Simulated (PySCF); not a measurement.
Cl: electron affinity

Cl⁻ [Ar] (1S) → Cl [Ne] 3s2 3p5 (2P), as a difference of total energies. Calculation: PySCF 2.14, in aug-cc-pCVTZ-DK (8s7p5d3f, 75 functions); the spin-free X2C one-electron Hamiltonian (Gaussian nucleus). Correlated levels: valence: [Ne] frozen; valence and next inner shell: 1s2 frozen; nothing frozen. The calculations carry no spin-orbit coupling.

```json
{"method": "UHF", "electron affinity (eV)": "2.359"}
{"method": "LDA", "electron affinity (eV)": "3.922"}
{"method": "PBE", "electron affinity (eV)": "3.638"}
{"method": "PBE0", "electron affinity (eV)": "3.554"}
{"method": "r2SCAN", "electron affinity (eV)": "3.596"}
{"method": "B3LYP", "electron affinity (eV)": "3.661"}
{"method": "PW91", "electron affinity (eV)": "3.686"}
{"method": "wB97M-V", "electron affinity (eV)": "3.617"}
{"method": "BLYP", "electron affinity (eV)": "3.560"}
{"method": "MP2 (valence)", "electron affinity (eV)": "3.619"}
{"method": "SCS-MP2 (valence)", "electron affinity (eV)": "3.520"}
{"method": "MP2 (valence and next inner shell)", "electron affinity (eV)": "3.628"}
{"method": "SCS-MP2 (valence and next inner shell)", "electron affinity (eV)": "3.527"}
{"method": "MP2 (all electrons)", "electron affinity (eV)": "3.628"}
{"method": "SCS-MP2 (all electrons)", "electron affinity (eV)": "3.527"}
```

Task: How much does correlation contribute at MP2 (all electrons)?

Result: 3.628 − (2.359) = 1.269 eV, measured against UHF.

A first-order spin-orbit estimate (lowest level to lowest level, LS coupling) adds -0.035 eV.

Errors of the correlated levels include the incompleteness of this basis and the frozen core.

In the anion the highest occupied orbital energy is positive at LDA, PBE, r2SCAN, PW91, BLYP, a self-interaction effect; the basis confines that electron, and the energy difference can still be sensible.

For comparison: 3.613 eV (measured; photodetachment measurements, as compiled on the Wikipedia data page of electron affinities).
